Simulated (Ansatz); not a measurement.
# SiH2− (doublet): from Hartree-Fock to the top rungs at a displaced geometry (v1), aug-cc-pVDZ

One table from this session's results is given with a row withheld; the runs are named, their logs left out.

Program: Ansatz 0.2.0, Gaussian basis. Level of theory: aug-cc-pVDZ, core rule «outside noble gas», up to 5 orbitals frozen. These are calculated values, not measurements.

The runs, in order: UHF; CCSD(T) on ROHF; CCSD(T) on UHF; BCCD(T) on ROHF; CISD; CCSDT(Q) on ROHF; CCSDT(Q) on UHF; CASSCF and MRCISD+Q, 7 electrons in 6 orbitals; CASSCF and NEVPT2, 7 electrons in 6 orbitals.

17 further runs of the same task are left out: 6 that didn't finish, 11 set aside as unsound or not needed.

### The system

The geometry is a PBE0/def2-TZVPD stationary point (not a proven minimum) with its atoms shifted at random (size 0.040 Å).

3 atoms, charge -1, spin multiplicity 2.

Atoms are counted from 1 here; the program's logs count them from 0.

Bond lengths: Si1–H2 1.533 Å, Si1–H3 1.622 Å. Angles: H2–Si1–H3 92.3°.

Set-up of the first run:

in.yaml reads:

```yaml
crystal:
  periodic: [false, false, false]
  atoms:
    - {symbol: Si, position_ang: [-0.001550, -0.073165, 0.002174]}
    - {symbol: H, position_ang: [-0.002383, 0.989692, 1.106821]}
    - {symbol: H, position_ang: [0.045581, 1.049002, -1.167392]}
basis:
  gaussian: {orbitals: aug-cc-pVDZ}
total_charge: -1
magnetization: {spin_polarized: true, initial_magnetization: 1}
hamiltonian: {xc: hf}
output: {orbitals: {seedname: orbitals}}
```

Run with:

```console
> ansatz run in.yaml --threads 1 --pin off --events-out ev --progress --plain --max-ram 2393MiB
```

Steps of the session up to this table: UHF; CCSD(T) on ROHF; CCSD(T) on UHF; BCCD(T) on ROHF; CISD; CCSDT(Q) on ROHF; CCSDT(Q) on UHF; CASSCF and MRCISD+Q, 7 electrons in 6 orbitals; CASSCF and NEVPT2, 7 electrons in 6 orbitals.

One table of the session follows, with a row left open; its other results are not shown here.

| method | from UCCSDT(Q) (kcal/mol) |
| --- | --- |
| ROHF | +89.97 |
| UHF | +87.57 |
| RMP2 | +20.26 |
| UMP2 | +20.74 |
| CISD | +7.95 |
| RCCSD | +3.46 |
| UCCSD | +3.38 |
| RCCSD(T) | +0.72 |
| UCCSD(T) | ? |
| BCCD(T) | +0.72 |
| RCCSDT | +0.12 |
| UCCSDT | +0.12 |
| RCCSDT(Q) | +0.01 |
| UCCSDT(Q) | 0 |
| CASSCF valence | +70.34 |
| NEVPT2 valence | +21.80 |
| MRCISD valence | +5.36 |
| MRCISD+Q valence | +0.27 |

**Question.** Estimate the row for UCCSD(T).

As computed: from UCCSDT(Q) (kcal/mol): +0.73. In the column «from UCCSDT(Q) (kcal/mol)» it lies between BCCD(T) (+0.72) and UCCSD (+3.38).

Caveats from the session: Restricted and unrestricted rows rest on different reference determinants; where their highest levels disagree by more than a few hundredths of an eV, they describe different states and don't form one ladder.
